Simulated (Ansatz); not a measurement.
One change: `C[C@@H]1O[C@H]1C` becomes `C[C@@H]1O[C@H]1F`.

Ansatz, PBE0-D4/def2-TZVP geometries, multiplicity 1. 

| property | `C[C@@H]1O[C@H]1C` |
| --- | --- |
| HOMO–LUMO gap (ωB97M-V/def2-TZVPP) / eV | 13.04 |
| LUMO energy (ωB97M-V/def2-TZVPP) / eV | 2.92 |
| HOMO energy (PBE/def2-TZVPP) / eV | -6.01 |
| LUMO energy (PBE/def2-TZVPP) / eV | 0.78 |
| HOMO–LUMO gap (B3LYP/def2-TZVPP) / eV | 8.61 |
| LUMO energy (B3LYP/def2-TZVPP) / eV | 1.20 |

Give the same properties after the change, and the shifts. (Estimate.)

The calculation gave: 
| property | `C[C@@H]1O[C@H]1F` | shift |
| --- | --- | --- |
| HOMO–LUMO gap (ωB97M-V/def2-TZVPP) / eV | 13.73 | 0.69 |
| LUMO energy (ωB97M-V/def2-TZVPP) / eV | 2.82 | -0.10 |
| HOMO energy (PBE/def2-TZVPP) / eV | -6.88 | -0.87 |
| LUMO energy (PBE/def2-TZVPP) / eV | 0.65 | -0.13 |
| HOMO–LUMO gap (B3LYP/def2-TZVPP) / eV | 9.35 | 0.74 |
| LUMO energy (B3LYP/def2-TZVPP) / eV | 1.06 | -0.14 |

With PBE0 the HOMO falls by 0.85 eV and the LUMO falls by 0.13 eV, so the gap widens by about 0.72 eV. PBE moves the HOMO by -0.87 eV and ωB97M-V by -0.80 eV.

B3LYP here is the variant with VWN-RPA as its local correlation; programs differ in this.
